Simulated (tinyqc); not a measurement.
RHF in the sto-3g basis, for OH-, spin multiplicity 1, step by step. The basis has no diffuse functions, so it cannot describe the extra electron: this is an exercise in the method, not the real anion. One step of it, computed by the program tinyqc.

Problem. Iteration 3: DIIS coefficients. Solve [B -1; -1 0][c; lambda] = [0; -1] for the coefficients, which sum to one.

B (overlaps of the stored error matrices):
```
                1               2               3
1   8.7978219e-01  -1.7076538e-01  -2.9192419e-02
2  -1.7076538e-01   2.1221322e-01   5.7727424e-02
3  -2.9192419e-02   5.7727424e-02   1.6587979e-02
```

Give: DIIS coefficients.

Solution.

DIIS coefficients: -0.0311  -0.4131  1.4442
